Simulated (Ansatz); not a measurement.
Process, species as SMILES: OCl (OH-Cl) + H+ → Cl[OH2+]
B3LYP-D3(BJ)/def2-TZVP geometries, fixed; electronic energies without zero-point terms; positive where energy is released.

Effect of the final integration grid (spheres per factor e of radius in core and valence, angular degree) at PBE0/aug-cc-pV(T+d)Z with Ansatz (a quantum-chemistry and plane-wave program), against the last row, where the proton affinity is 159.01 kcal/mol. The proton sits at the site shown, which need not be the one that binds it best. The default's grid is 13, 11, 36.

```csv
setting,largest shift of a total energy (mEh),shift of the proton affinity (kcal/mol)
accuracy: medium (default),0.000,0.000
"final_grid: 4, 3, 11",0.181,-0.201
"final_grid: 6, 5, 17",0.065,-0.055
"final_grid: 8, 7, 23",0.005,0.003
"final_grid: 10, 9, 29",0.000,0.000
"final_grid: 18, 15, 47",0.000,0.000
"final_grid: 26, 22, 59",0.000,0.000
```

Within 0.05 kcal/mol in the proton affinity: accuracy: medium (default); final_grid: 8, 7, 23; final_grid: 10, 9, 29; final_grid: 18, 15, 47. The largest shift is 0.181 mEh in a total energy and 0.201 kcal/mol in the difference.
